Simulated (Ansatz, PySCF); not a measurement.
Bond stretch in LiH, singlet.

Levels: UHF/cc-pVTZ (Ansatz, a quantum-chemistry and plane-wave program); RHF/cc-pVTZ (Ansatz); UKS-PBE = unrestricted PBE/cc-pVTZ (Ansatz); RKS-PBE = restricted PBE/cc-pVTZ (Ansatz); UKS-BLYP = unrestricted BLYP/cc-pVTZ in Ansatz; RKS-BLYP = Ansatz with restricted BLYP/cc-pVTZ; UKS-B3LYP/6-31G* = unrestricted B3LYP/6-31G*, spherical d run with PySCF; RKS-B3LYP/6-31G* = restricted B3LYP/6-31G*, spherical d in PySCF 2.14.0; UKS-B3LYP/LANL2DZ = PySCF with unrestricted B3LYP/LANL2DZ; RKS-B3LYP/LANL2DZ = restricted B3LYP/LANL2DZ run with PySCF 2.14.0; UKS-M06-2X/6-31G* = unrestricted M06-2X/6-31G*, spherical d (PySCF); RKS-M06-2X/6-31G* = PySCF with restricted M06-2X/6-31G*, spherical d.

Scanned distances (Å): 1.20, 1.28, 1.36, 1.44, 1.51, 1.52, 1.60, 1.65, 1.67, 1.73, 1.86, 1.98, 2.11, 2.42, 2.62, 2.91, 3.21, 3.52, 3.95, 4.35, 4.73, 5.56, 6.32.

### Question
Where does the unrestricted solution first break spin symmetry (<S²> of 0.01 or more)?

### Answer
UHF: between 2.11 and 2.42 Å; UKS-PBE: between 2.62 and 2.91 Å; UKS-BLYP: between 2.62 and 2.91 Å; UKS-B3LYP/6-31G*: between 2.62 and 2.91 Å; UKS-B3LYP/LANL2DZ: between 2.62 and 2.91 Å; UKS-M06-2X/6-31G*: between 2.91 and 3.21 Å.

```tsv
R / Å	<S²> UHF	E(RHF) − E(UHF) / kcal/mol	<S²> UKS-PBE	E(RKS-PBE) − E(UKS-PBE) / kcal/mol	<S²> UKS-BLYP	E(RKS-BLYP) − E(UKS-BLYP) / kcal/mol	<S²> UKS-B3LYP/6-31G*	E(RKS-B3LYP/6-31G*) − E(UKS-B3LYP/6-31G*) / kcal/mol	<S²> UKS-B3LYP/LANL2DZ	E(RKS-B3LYP/LANL2DZ) − E(UKS-B3LYP/LANL2DZ) / kcal/mol	<S²> UKS-M06-2X/6-31G*	E(RKS-M06-2X/6-31G*) − E(UKS-M06-2X/6-31G*) / kcal/mol
1.20	0.00	0.0	0.00	0.0	0.00	0.0	0.00	0.0	0.00	0.0	0.00	0.0
1.28	0.00	0.0	0.00	0.0	0.00	0.0	0.00	0.0	0.00	0.0	0.00	0.0
1.36	0.00	0.0	0.00	0.0	0.00	0.0	0.00	0.0	0.00	0.0	0.00	0.0
1.44	0.00	0.0	0.00	0.0	0.00	0.0	0.00	0.0	0.00	0.0	0.00	0.0
1.51	0.00	0.0	0.00	0.0	0.00	0.0	0.00	0.0	0.00	0.0	0.00	0.0
1.52	0.00	0.0	0.00	0.0	0.00	0.0	0.00	0.0	0.00	0.0	0.00	0.0
1.60	0.00	0.0	0.00	0.0	0.00	0.0	0.00	0.0	0.00	0.0	0.00	0.0
1.65	0.00	0.0	0.00	0.0	0.00	0.0	0.00	0.0	0.00	0.0	0.00	0.0
1.67	0.00	0.0	0.00	0.0	0.00	0.0	0.00	0.0	0.00	0.0	0.00	0.0
1.73	0.00	0.0	0.00	0.0	0.00	0.0	0.00	0.0	0.00	0.0	0.00	0.0
1.86	0.00	0.0	0.00	0.0	0.00	0.0	0.00	0.0	0.00	0.0	0.00	0.0
1.98	0.00	0.0	0.00	0.0	0.00	0.0	0.00	0.0	0.00	0.0	0.00	0.0
2.11	0.00	0.0	0.00	0.0	0.00	0.0	0.00	0.0	0.00	0.0	0.00	0.0
2.42	0.34	0.9	0.00	0.0	0.00	0.0	0.00	0.0	0.00	0.0	0.00	0.0
2.62	0.60	4.3	0.00	0.0	0.00	0.0	0.00	0.0	0.00	0.0	0.00	0.0
2.91	0.79	11.2	0.18	0.3	0.16	0.2	0.28	0.8	0.27	0.6	0.00	0.0
3.21	0.89	19.1	0.40	1.7	0.37	1.4	0.50	3.2	0.50	3.0	0.51	2.2
3.52	0.94	27.2	0.56	3.8	0.51	3.1	0.65	6.5	0.66	6.4	0.72	6.7
3.95	0.98	37.5	0.71	6.8	0.64	5.6	0.78	11.2	0.80	11.3	0.91	14.2
4.35	0.99	45.8	0.81	9.5	0.72	7.8	0.86	15.3	0.88	15.7	0.99	21.2
4.73	0.99	52.6	0.89	11.8	0.77	9.5	0.92	18.8	0.94	19.5	1.00	27.3
5.56	1.00	64.3	1.00	16.3	0.84	12.1	0.99	24.7	1.00	26.1	1.00	36.8
6.32	1.00	71.9	1.00	18.7	0.87	13.5	1.00	28.0	1.00	29.9	1.00	42.2
```
